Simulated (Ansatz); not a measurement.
Property card for FeAs

All numbers below come from DFT PBEsol, scalar-relativistic, plane waves, PAW in Ansatz.

Plane waves to 420 eV, a k mesh through Γ of 8×12×6 on the computed 8-atom cell and Gaussian smearing (0.10 eV); collinear spin from starting moments 0.55 0.55 0.55 0.55 0 0 0 0 μB.

The structure is relaxed at this level of theory with its symmetry kept. Whether it is the stable form of this composition wasn't checked.

```
Fe As
1.0
     5.33313    0.00000    0.00000
     0.00000    3.24931    0.00000
     0.00000    0.00000    5.91267
Fe As
4 4
Direct
  0.99866 0.75000 0.19963
  0.00134 0.25000 0.80037
  0.50134 0.25000 0.69963
  0.49866 0.75000 0.30037
  0.80181 0.75000 0.57504
  0.19819 0.25000 0.42496
  0.69819 0.25000 0.07504
  0.30181 0.75000 0.92496
```

| Property | Result |
| --- | --- |
| Space group | Pnma (No. 62) |
| Volume per atom | 12.81 Å³ |
| Formation energy from the elements' standard states (uncorrected) | -0.300 eV/atom |
| Kohn–Sham band gap | none (metal) |
| Density of states at the Fermi level | 6.50 states/eV per cell |
| Löwdin character within 0.5 eV of the Fermi level | Fe 3d 88 %, As 4p 7 % |
| Bader charges (e) | Fe (4 in the cell) 0.22, As (4 in the cell) -0.22 |
| Total moment | 1.92 μB per cell |
| Site moments (μB; atoms counted from 1 over the whole cell) | Fe (atom 1) 0.50, Fe (atom 2) 0.50, Fe (atom 3) 0.50, Fe (atom 4) 0.50 |

The run saw a state lower than the one given here. Only parallel moments were tried here.

Only this magnetic start was tried.

Cost: 1 run of about 14 core-minutes, on Intel Xeon Platinum 8259CL (Skylake/Cascade Lake) (shared hosts).